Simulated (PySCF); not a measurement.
**NH2 (SMILES [NH2]): UB3LYP/def2-TZVP (preoptimised minimum)**

Wanted: an optimisation with harmonic vibrations of NH2. The job is set up through a Python script.

The results are computed with PySCF 2.14.0.

5 further runs of the same task are left out: 5 set aside as unsound or not needed. Runs told in other sessions of the task aren't counted.

### Step 1. The system as given

The species is NH2 (3 atoms), meant as a doublet with charge 0. SMILES: `[NH2]`. Geometry: relaxed at PBE0-D4/def2-TZVP symmetrised. The run starts from this shape.

Bond lengths: N1–H2 1.027 Å, N1–H3 1.027 Å. Angles: H2–N1–H3 103.1°.

### Step 2. An optimisation with harmonic vibrations at UB3LYP/def2-TZVP (preoptimised minimum)

Contents of run.py:

```python
# [NH2]
from pyscf import gto, dft, symm
from pyscf.hessian import thermo
from pyscf.geomopt.geometric_solver import kernel as optimise

mol = gto.M(
    atom=[
    ('N', (0.063617, -0.037746, 0.031362)),
    ('H', (-0.142732, 0.968180, 0.024606)),
    ('H', (-0.741311, -0.443647, -0.460418)),
],
    basis='def2-tzvp',
    verbose=3,
    spin=1,
    max_memory=1860,
)

ks = dft.UKS(mol, xc='b3lyp')
ks.grids.level = 4
ks.conv_tol = 1e-10
converged, mol_eq = optimise(ks, maxsteps=80)
print('converged:', converged)
print(mol_eq.tostring())

ks.reset(mol_eq)
mol = mol_eq
ks.kernel()
etot = ks.e_tot
print('Final energy', etot)
hess = ks.Hessian().kernel()
modes = thermo.harmonic_analysis(mol, hess)
thermo.dump_normal_mode(mol, modes)
symm.geom.TOLERANCE = 1e-3  # for the symmetry number
th = thermo.thermo(ks, modes['freq_au'], 298.15, 101325)
thermo.dump_thermo(mol, th)
```

Started as:

```bash
OMP_NUM_THREADS=1 python run.py
```

What values should one expect? Wanted: total energy; dipole moment; HOMO energy; LUMO energy; ⟨S²⟩; lowest harmonic wavenumber; highest harmonic wavenumber; zero-point energy; ideal-gas entropy at 298.15 K.

**Answer.** As computed:

At UB3LYP/def2-TZVP (preoptimised minimum):

```
                                                 quantity             value
                                             total energy      -55.90449 Eh
                                            dipole moment            1.94 D
                       HOMO energy (highest over α and β)          -8.43 eV
                        LUMO energy (lowest over α and β)          -3.25 eV
                                                     ⟨S²⟩             0.753
                               lowest harmonic wavenumber         1530 cm⁻¹
                              highest harmonic wavenumber         3429 cm⁻¹
                                        zero-point energy       49.6 kJ/mol
ideal-gas entropy at 298.15 K (symmetry number 2 as used)  46.5 cal/(mol K)
```

In words: At the final geometry: Bond lengths: N1–H2 1.028 Å, N1–H3 1.028 Å. Angles: H2–N1–H3 103.3°. All 3 modes are real, so the shape is a minimum at this level.
